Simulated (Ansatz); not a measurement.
A run of Ansatz (development build ahead of 0.2.0) on doublet CF2(+) at this shape:

```xyz
3

C     0.1438   -0.0963    0.4394
F    -0.4760   -0.9238   -0.1647
F     0.4209    0.9484   -0.0760
```

Its results:

| Item | Value |
| --- | --- |
| Converged | yes |
| Total energy | -236.09231 hartree |
| Spin squared of the determinant | 0.755 |
| Stability test | minimum |

Forces (eV/Å):
```csv
atom,Fx,Fy,Fz
C1,-0.362,0.230,-1.184
F2,0.093,-0.298,0.583
F3,0.269,0.068,0.601
```

Task: Which input gives this output? Name the method, the orbitals and the basis set, and write the input.

Result: UHF in def2-SVP.

```yaml
crystal:
  periodic: [false, false, false]
  atoms:
    - { symbol: C, position_ang: [0.14378, -0.09632, 0.43938] }
    - { symbol: F, position_ang: [-0.47596, -0.92385, -0.16472] }
    - { symbol: F, position_ang: [0.42095, 0.94841, -0.07595] }
basis:
  gaussian: { orbitals: def2-SVP }
total_charge: 1
magnetization:
  spin_polarized: true
  initial_magnetization: 1
hamiltonian:
  xc: hf
output:
  forces: true
```
